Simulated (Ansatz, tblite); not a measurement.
# BCl2I (BICl2): a ladder of methods and basis sets

An exercise on one series of results from a longer session: the logs are not shown, and one member is left open.

Method: as each input shows; program: Ansatz 0.2.0, Gaussian basis.

Plan: GFN1-xTB, GFN2-xTB, PBE-D4/def2-TZVP, r2SCAN-D4/def2-TZVP, BLYP-D4/def2-TZVP, CAM-B3LYP-D4/def2-TZVP, BHLYP-D4/def2-TZVP, HSE06-D4/def2-TZVP, LC-ωPBE/def2-TZVP, LDA/def2-TZVP, HF/def2-TZVP, PBE-D4/def2-SVP, PBE0-D4/def2-SVP, PBE0-D4/def2-TZVPD, PBE-D4/def2-TZVPD, r2SCAN-D4/def2-TZVPD, CCSD(T)/def2-TZVPP, MP2/def2-TZVP, RPA/def2-TZVP.

2 further runs of the same task are left out: 1 that didn't finish, 1 set aside as unsound or not needed. Runs told in other sessions of the task aren't counted.

**The geometry**

The geometry is that of the singlet, from an earlier relaxation (PBE0-D4/def2-SVP).

4 atoms, charge 0, spin multiplicity 1.

Bond lengths: B1–Cl2 1.740 Å, B1–Cl3 1.740 Å, B1–I4 2.125 Å. Angles: Cl2–B1–Cl3 119.7°, Cl2–B1–I4 120.1°, Cl3–B1–I4 120.1°.

I takes a core potential in the def2 sets. No spin-orbit coupling is included.

PBE0-D4/def2-TZVP was run before; its log isn't repeated, and its numbers join the tables.

Set-up of the first run:

Tight binding, by tblite at 300 K electronic temperature and without a spin-polarisation term:

```python
tblite.interface.Calculator('GFN1-xTB', numbers, positions, charge=0, uhf=0).singlepoint()
```

Tight binding, by tblite at 300 K electronic temperature and without a spin-polarisation term:

```python
tblite.interface.Calculator('GFN2-xTB', numbers, positions, charge=0, uhf=0).singlepoint()
```

start.molden holds the orbitals of an earlier run on this state, given as this run's starting guess.

in.yaml

```yaml
crystal:
  periodic: [false, false, false]
  atoms:
    - {symbol: B, position_ang: [0.048320, 0.080947, 0.002515]}
    - {symbol: Cl, position_ang: [1.787630, 0.059706, 0.034208]}
    - {symbol: Cl, position_ang: [-0.795607, 1.602250, 0.006158]}
    - {symbol: I, position_ang: [-1.040343, -1.742912, -0.042891]}
basis:
  gaussian: {orbitals: def2-TZVP, initial_orbitals: start.molden}
hamiltonian: {xc: pbe, dispersion: d4}
scf: {omitted_lower_state_checks: [starts]}
output: {orbitals: {seedname: orbitals}}
```

On the command line:

```sh
$ ansatz run in.yaml --threads 4 --pin off --events-out ev --progress --plain --max-ram 3916MiB
```

Steps of the session up to this table: PBE-D4/def2-TZVP; r2SCAN-D4/def2-TZVP; BLYP-D4/def2-TZVP; CAM-B3LYP-D4/def2-TZVP; BHLYP-D4/def2-TZVP; HSE06-D4/def2-TZVP; LC-ωPBE/def2-TZVP; LDA/def2-TZVP; HF/def2-TZVP; PBE-D4/def2-SVP; PBE0-D4/def2-SVP; PBE0-D4/def2-TZVPD; PBE-D4/def2-TZVPD; r2SCAN-D4/def2-TZVPD; CCSD(T)/def2-TZVPP; MP2/def2-TZVP; RPA/def2-TZVP.

One table of the session follows, with a row left open; its other results are not shown here.

It belongs to the step «Levels side by side». 

```
                 level  HOMO (eV)  gap (eV)
          HF/def2-TZVP     -10.48     12.14
         LDA/def2-TZVP      -6.88      3.78
       PBE-D4/def2-SVP      -6.55      3.97
      PBE-D4/def2-TZVP      -6.71      3.86
     PBE-D4/def2-TZVPD          ?         ?
     BLYP-D4/def2-TZVP      -6.52      3.86
   r2SCAN-D4/def2-TZVP      -7.02      4.39
  r2SCAN-D4/def2-TZVPD      -7.04      4.35
      PBE0-D4/def2-SVP      -7.80      6.01
     PBE0-D4/def2-TZVP      -7.90      5.89
    PBE0-D4/def2-TZVPD      -7.92      5.84
    HSE06-D4/def2-TZVP      -7.51      5.12
    BHLYP-D4/def2-TZVP      -8.89      7.96
CAM-B3LYP-D4/def2-TZVP      -9.15      8.30
     LC-ωPBE/def2-TZVP     -10.53     10.71
```

**Question.** Estimate the row for PBE-D4/def2-TZVPD.

**Answer.** HOMO (eV): -6.75; gap (eV): 3.81. In the column «HOMO (eV)» it lies between LDA/def2-TZVP (-6.88) and PBE-D4/def2-TZVP (-6.71).
